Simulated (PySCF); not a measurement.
H₂S, SMILES S.

Coordinates come from a PBE0-D3(BJ)/def2-TZVPD optimisation.

Two levels are set side by side: TDDFT-PBE/def2-TZVPD (PySCF) and EOM-CCSD/aug-cc-pVDZ (PySCF). Vertical, same geometry; the bases differ. Differences are taken from unrounded values.

```tsv
quantity	TDDFT-PBE
lowest singlet excitation (eV)	5.79
lowest triplet excitation (TDA for PBE) (eV)	5.34
```

Question: These are the TDDFT-PBE values. What does EOM-CCSD give? (The exact figures need the calculation; the answer reports its results.)

Answer: 
| quantity | EOM-CCSD | TDDFT-PBE minus EOM-CCSD |
|---|---|---|
| lowest singlet excitation (eV) | 6.13 | -0.34 |
| lowest triplet excitation (TDA for PBE) (eV) | 5.76 | -0.42 |

A lower first singlet is the usual sign of a functional without exact exchange. Differences between two approximate levels are no errors against the true value.

Rough cost on one machine, each run with all the roots and properties that it gave: EOM-CCSD against TDDFT-PBE within a factor of 2.
